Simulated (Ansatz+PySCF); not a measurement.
Results of a calculation; reference values are marked as such.
## Ansatz (development build ahead of 0.2.0) run

```yaml
crystal:
  periodic: [false, false, false]
  atoms:
    - { symbol: Al, position_ang: [0.0, 0.0, 0.0] }
    - { symbol: P, position_ang: [0.0, 0.0, 2.5] }
basis:
  gaussian: { orbitals: STO-3G }
magnetization:
  initial_magnetization: 2
hamiltonian:
  xc: hf
correlation:
  method: fci
  frozen_orbitals: { Al: 5, P: 5 }
```

The input is written out in the form of the current development build from the run's settings.

Results

| Property | Result |
| --- | --- |
| Converged | yes |
| Total energy | -575.85907 hartree |
| State | lowest triplet root, of any spatial symmetry |
